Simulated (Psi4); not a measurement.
# SiH2F− (SMILES F[SiH2-]): levels of theory compared

Aim: a comparison of 4 runs (HF/STO-3G, KT2/aug-cc-pV(D+d)Z, PBE/pcseg-2, MP2/3-21G) of SiH2F−. 

The calculation is run with Psi4 1.11.

5 further runs of the same task are left out: 2 that didn't finish, 3 set aside as unsound or not needed.

## 1. The system as given

The species is SiH2F− (4 atoms), meant as a singlet with charge -1. As SMILES, `F[SiH2-]`. The coordinates come from a GFN2-xTB relaxation.

Bond lengths: F1–Si2 1.722 Å, Si2–H3 1.529 Å, Si2–H4 1.529 Å. Angles: F1–Si2–H3 96.1°, F1–Si2–H4 96.1°, H3–Si2–H4 99.3°.

## 2. Energy and gradient at HF/STO-3G (run 1)

job.py reads:

```python
import psi4

psi4.set_memory('1600 MB')
psi4.set_num_threads(1)
psi4.set_output_file('psi4.out', False)

geom = psi4.geometry("""
-1 1
F
Si 1 1.722127
H 2 1.52912 1 96.11617
H 2 1.528585 3 99.33733 1 97.25019
symmetry c1
""")

options = {'basis': 'STO-3G', 'puream': True, 'e_convergence': 1e-09, 'd_convergence': 1e-08, 'scf_type': 'pk'}
psi4.set_options(options)

energy_value, wavefunction = psi4.gradient("hf", molecule=geom, return_wfn=True)
psi4.oeprop(wavefunction, "MULLIKEN_CHARGES", "LOWDIN_CHARGES", "WIBERG_LOWDIN_INDICES")
print('gradient / Eh bohr^-1')
print(energy_value.np.round(6))
print(f'energy = {wavefunction.energy():.10f} Eh')
for k, v in sorted(psi4.core.scalar_variables().items()):
    print(f'{k:45s} {v:18.10f}')
```

Run with:

```bash
$ python job.py
```

psi4.out:

```text
[...]
  Running in c1 symmetry.
[...]
  Nuclear repulsion =   52.569445775698568
[...]
  Multiplicity = 1
[...]
  Nalpha       = 13
  Nbeta        = 13
[...]
    Number of basis functions: 16
[...]
   @RHF iter   1:  -384.55731954821533   -1.37103e+00   9.73501e-03 DIIS/ADIIS
[...]
   @RHF iter   9:  -384.58815479595432   -6.25278e-13   7.12221e-09 DIIS
[...]
    Orbital Energies [Eh]
    ---------------------
    Doubly Occupied:
       1A    -67.499858     2A    -25.416356     3A     -5.515152
       4A     -3.534839     5A     -3.534201     6A     -3.533598
       7A     -1.067299     8A     -0.311531     9A     -0.132026
      10A     -0.113697    11A     -0.077646    12A     -0.041451
      13A      0.123861
[...]
  @RHF Final Energy:  -384.58815479595432
   => Energetics <=
    Nuclear Repulsion Energy =             52.5694457756985685
    One-Electron Energy =                -653.0076182646416783
    Two-Electron Energy =                 215.8500176929887857
    Total Energy =                       -384.5881547959543241
[...]
 Multipole Moments:
 ------------------------------------------------------------------------------------
     Multipole            Electronic (a.u.)      Nuclear  (a.u.)        Total (a.u.)
 ------------------------------------------------------------------------------------
 L = 1.  Multiply by 2.5417464519 to convert [e a0] to [Debye]
 Dipole X            :          1.6169594           -1.3733632            0.2435962
 Dipole Y            :          1.3552845           -1.1505688            0.2047156
 Dipole Z            :         -3.1181883            2.5602834           -0.5579049
 Magnitude           :                                                    0.6422659
[...]
  -Total Gradient:
     Atom            X                  Y                   Z
    ------   -----------------  -----------------  -----------------
       1        0.004985467259     0.004175584043    -0.018107989902
       2       -0.003047215514    -0.002363503771     0.006191069784
       3        0.013964205815    -0.018838006638     0.005968636383
       4       -0.015902457560     0.017025926367     0.005948283730
[...]
  Mulliken Charges: (a.u.)
   Center  Symbol    Alpha    Beta     Spin     Total
       1     F     4.72492  4.72492  0.00000 -0.44984
       2    SI     6.92112  6.92112  0.00000  0.15777
       3     H     0.67701  0.67701  0.00000 -0.35401
       4     H     0.67696  0.67696  0.00000 -0.35392
   Total alpha = 13.00000, Total beta = 13.00000, Total charge = -1.00000
  Lowdin Charges: (a.u.)
   Center  Symbol    Alpha    Beta     Spin     Total
       1     F     4.70488  4.70488  0.00000 -0.40976
       2    SI     6.96918  6.96918  0.00000  0.06164
[...]
```

Standard output:

```text
gradient / Eh bohr^-1
[[ 0.004985  0.004176 -0.018108]
 [-0.003047 -0.002364  0.006191]
 [ 0.013964 -0.018838  0.005969]
 [-0.015902  0.017026  0.005948]]
energy = -384.5881547960 Eh
CURRENT ENERGY                                   -384.5881547960
CURRENT REFERENCE ENERGY                         -384.5881547960
DD SOLVATION ENERGY                                 0.0000000000
HF KINETIC ENERGY                                 381.8496920295
HF POTENTIAL ENERGY                              -766.4378468255
HF TOTAL ENERGY                                  -384.5881547960
HF VIRIAL RATIO                                     2.0071715725
NUCLEAR REPULSION ENERGY                           52.5694457757
ONE-ELECTRON ENERGY                              -653.0076182646
PCM POLARIZATION ENERGY                             0.0000000000
PE ENERGY                                           0.0000000000
SCF ITERATION ENERGY                             -384.5881547960
SCF ITERATIONS                                      9.0000000000
SCF TOTAL ENERGY                                 -384.5881547960
TWO-ELECTRON ENERGY                               215.8500176930
```

Wall time 1.4 s (1 thread of Intel Xeon 6975P-C (Granite Rapids), shared host); peak memory 0.18 GiB.

## 3. Energy and one-electron properties at KT2/aug-cc-pV(D+d)Z (density fitting) (run 2)

calc.in reads:

```
memory 1600 mb

molecule {
  -1 1
  F      2.31345941     1.30551729    -0.72540917
  Si    -0.21544768    -0.73999785    -0.83161178
  H     -2.24000576     1.24406340    -0.27075996
  H      0.14199402    -1.80958284     1.82776200
  units bohr
}

set basis aug-cc-pV(D+d)Z
set scf_type df
set df_scf_guess false
set orbital_optimizer_package ooo

e_tot, wfn = energy('kt2', return_wfn=True)
oeprop(wfn, 'MULTIPOLE(3)', 'QUADRUPOLE', 'DIPOLE', 'MBIS_CHARGES', 'NO_OCCUPATIONS')
print_variables()
```

Run with:

```bash
$ psi4 -n 1 calc.in calc.out
```

calc.out:

```text
[...]
  Running in c1 symmetry.
[...]
  Nuclear repulsion =   52.569450698594501
[...]
  Multiplicity = 1
[...]
  Nalpha       = 13
  Nbeta        = 13
[...]
    Number of basis functions: 73
[...]
   @DF-RKS iter   1:  -394.19597455989282   -3.94196e+02   8.07486e-03 ADIIS+DIIS
[...]
   @DF-RKS iter  10:  -394.39586911163121   -4.64320e-09   8.12554e-07 Converged
[...]
    Orbital Energies [Eh]
    ---------------------
    Doubly Occupied:
       1A    -65.959770     2A    -24.504883     3A     -4.968743
       4A     -3.339528     5A     -3.336001     6A     -3.333660
       7A     -0.865465     8A     -0.260460     9A     -0.157988
      10A     -0.149495    11A     -0.132242    12A     -0.063571
      13A      0.040083
[...]
  @DF-RKS Final Energy:  -394.39586911163155
   => Energetics <=
    Nuclear Repulsion Energy =             52.5694506985945011
    One-Electron Energy =                -652.9987175431531341
    Two-Electron Energy =                 242.1887083973787469
    DFT Exchange-Correlation Energy =     -36.1553106644516831
    Empirical Dispersion Energy =           0.0000000000000000
    VV10 Nonlocal Energy =                  0.0000000000000000
    Total Energy =                       -394.3958691116315549
[...]
 Multipole Moments:
 ------------------------------------------------------------------------------------
     Multipole            Electronic (a.u.)      Nuclear  (a.u.)        Total (a.u.)
 ------------------------------------------------------------------------------------
 L = 1.  Multiply by 2.5417464519 to convert [e a0] to [Debye]
 Dipole X            :          3.0785522           -2.5669381            0.5116141
 Dipole Y            :          1.4934886           -0.9771519            0.5163367
 Dipole Z            :         -1.3185192            1.4902976            0.1717783
 Magnitude           :                                                    0.7469005
 L = 2.  Multiply by 1.3450342976 to convert [e a0^2] to [Debye ang]
 Quadrupole XX       :        -65.4660360           44.2518405          -21.2141955
 Quadrupole XY       :        -26.9612135           25.9532528           -1.0079607
[...]
```

It took 4.2 s on 1 thread of Intel Xeon 6975P-C (Granite Rapids), shared host; peak memory 0.43 GiB.

Atomic charges (e):

| atom | MBIS |
| --- | --- |
| F1 | -0.306 |
| Si2 | -0.381 |
| H3 | -0.156 |
| H4 | -0.156 |

Run 3 isn't shown in full; the table further down has it.

## 4. The energy at MP2/3-21G (run 4)

calc.py reads:

```python
import psi4

psi4.set_memory(1600000000)
psi4.set_num_threads(1)
psi4.core.set_output_file('run.log', False)

mol = psi4.geometry("""
-1 1
F
Si 1 1.722127
H 2 1.52912 1 96.11617
H 2 1.528585 3 99.33733 1 97.25019
units angstrom
symmetry c1
""")

options = {'basis': '3-21G', 'reference': 'rhf', 'puream': True, 'e_convergence': 1e-09, 'd_convergence': 1e-08, 'scf_type': 'pk', 'num_frozen_docc': 6, 'mp2_type': 'conv'}
psi4.set_options(options)

energy_value = psi4.energy("mp2")
print(f'total energy {energy_value:.8f} hartree = {energy_value * 27.211386:.5f} eV')
for k, v in sorted(psi4.core.scalar_variables().items()):
    print(f'{k:45s} {v:18.10f}')
```

Run with:

```bash
$ python calc.py
```

run.log:

```text
[...]
  Running in c1 symmetry.
[...]
  Nuclear repulsion =   52.569445775698568
[...]
  Multiplicity = 1
[...]
  Nalpha       = 13
  Nbeta        = 13
[...]
    Number of basis functions: 26
[...]
   @RHF iter   1:  -387.42121508986298   -8.22696e-01   1.27462e-02 DIIS/ADIIS
[...]
   @RHF iter  10:  -387.46684916103749   -5.00222e-12   7.33383e-09 DIIS
[...]
    Orbital Energies [Eh]
    ---------------------
    Doubly Occupied:
       1A    -68.048973     2A    -25.821309     3A     -5.851197
       4A     -3.946174     5A     -3.945620     6A     -3.943801
       7A     -1.244794     8A     -0.463599     9A     -0.341340
      10A     -0.340626    11A     -0.304187    12A     -0.206825
      13A     -0.053083
[...]
  @RHF Final Energy:  -387.46684916103749
   => Energetics <=
    Nuclear Repulsion Energy =             52.5694457756985685
    One-Electron Energy =                -651.0495352769655710
    Two-Electron Energy =                 211.0132403402295154
    Total Energy =                       -387.4668491610374872
[...]
 Multipole Moments:
 ------------------------------------------------------------------------------------
     Multipole            Electronic (a.u.)      Nuclear  (a.u.)        Total (a.u.)
 ------------------------------------------------------------------------------------
 L = 1.  Multiply by 2.5417464519 to convert [e a0] to [Debye]
 Dipole X            :          1.3420822           -1.3733632           -0.0312809
 Dipole Y            :          1.1251856           -1.1505688           -0.0253832
 Dipole Z            :         -3.0081047            2.5602834           -0.4478213
 Magnitude           :                                                    0.4496295
[...]
	SCS-MP2 Total Energy (a.u.)        :  -387.63492465378658
	SOS-MP2 Total Energy (a.u.)        :  -387.62267968274625
	SCSN-MP2 Total Energy (a.u.)       :  -387.53150260813055
[...]
	SOS-PI-MP2 Total Energy (a.u.)     :  -387.64865143636433
[...]
	MP2 Total Energy (a.u.)            :  -387.63344284224917
[...]
```

On the terminal:

```text
total energy -387.63344284 hartree = -10548.04324 eV
CURRENT CORRELATION ENERGY                         -0.1665936812
CURRENT ENERGY                                   -387.6334428422
CURRENT REFERENCE ENERGY                         -387.4668491610
DD SOLVATION ENERGY                                 0.0000000000
HF KINETIC ENERGY                                 387.1036497052
HF POTENTIAL ENERGY                              -774.5704988663
HF TOTAL ENERGY                                  -387.4668491610
HF VIRIAL RATIO                                     2.0009382486
MP2 CORRELATION ENERGY                             -0.1665936812
MP2 DOUBLES ENERGY                                 -0.1665936812
MP2 OPPOSITE-SPIN CORRELATION ENERGY               -0.1298587681
MP2 SAME-SPIN CORRELATION ENERGY                   -0.0367349131
MP2 SINGLES ENERGY                                  0.0000000000
MP2 TOTAL ENERGY                                 -387.6334428422
NUCLEAR REPULSION ENERGY                           52.5694457757
ONE-ELECTRON ENERGY                              -651.0495352770
PCM POLARIZATION ENERGY                             0.0000000000
PE ENERGY                                           0.0000000000
SCF ITERATION ENERGY                             -387.4668491610
SCF ITERATIONS                                     10.0000000000
SCF TOTAL ENERGY                                 -387.4668491610
SCS(N)-MP2 CORRELATION ENERGY                      -0.0646534471
SCS(N)-MP2 TOTAL ENERGY                          -387.5315026081
SCS-MP2 CORRELATION ENERGY                         -0.1680754927
SCS-MP2 TOTAL ENERGY                             -387.6349246538
SCS-MP2-VDW CORRELATION ENERGY                     -0.1845866797
SCS-MP2-VDW TOTAL ENERGY                         -387.6514358408
SOS-MP2 CORRELATION ENERGY                         -0.1558305217
SOS-MP2 TOTAL ENERGY                             -387.6226796827
SOS-PI-MP2 CORRELATION ENERGY                      -0.1818022753
SOS-PI-MP2 TOTAL ENERGY                          -387.6486514364
TWO-ELECTRON ENERGY                               211.0132403402
```

It took 1.4 s on 1 thread of Intel Xeon 6975P-C (Granite Rapids), shared host; peak memory 0.18 GiB.

## 5. All runs side by side

```
run                                  level        task  integrals  energy (Eh)  HOMO energy (eV)  LUMO energy (eV)  HOMO–LUMO gap (eV)  wall time
  1                              HF/STO-3G    gradient         pk  -384.588155              3.37             21.60               18.23      1.4 s
  2  KT2/aug-cc-pV(D+d)Z (density fitting)  properties         df  -394.395869              1.09              3.35                2.26      4.2 s
  3                            PBE/pcseg-2      energy         pk  -390.391694              1.42              4.49                3.07      7.5 s
  4                              MP2/3-21G      energy         pk  -387.633443             -1.44             10.11               11.55      1.4 s
```

## 6. Summary of results

```
                                                    quantity          value
                                         run 4: total energy  -387.63344 Eh
                  run 4: HOMO energy (Hartree–Fock orbitals)       -1.44 eV
                  run 4: LUMO energy (Hartree–Fock orbitals)       10.11 eV
run 4: HOMO–LUMO gap (to an unbound level, set by the basis)       11.55 eV
          run 4: correlation energy (6 core orbitals frozen)     -166.6 mEh
```

Over runs 1, 2, 3 the HOMO–LUMO gap runs from 2.26 eV (KT2/aug-cc-pV(D+d)Z) to 18.23 eV (HF/STO-3G). The two ends differ in method and basis. The empty levels of an anion lie above zero and hang on the basis. Totals of different functionals can't be ranked against each other. In runs 1, 2, 3 the HOMO lies above zero, so the outermost electron may be held by the basis alone. In run 1 the basis is minimal, so the values are rough. All runs together took 14 s, the longest 7.5 s.
